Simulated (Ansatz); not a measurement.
System: Ga2O3 (C2/m, No. 12). Method: LDA in Ansatz (plane waves, PAW).

Numerical settings: plane-wave cutoff 520 eV, 12×12×6 k mesh (along the axes of the cell as run), perturbation theory, scalar-relativistic PAW data made under PBE.

Computed at the level's own relaxed cell.

Question: What does this level give for the electronic dielectric constant ε∞ (mean over three axes) and static dielectric constant (mean over three axes)?

Answer: 
- electronic dielectric constant ε∞ (mean over three axes): 4.08
- static dielectric constant (mean over three axes): 11.4

Note: the relaxation could not lower the start's symmetry, so the cell can be a saddle point above a distorted one.

Ansatz is a quantum-chemistry and plane-wave program.
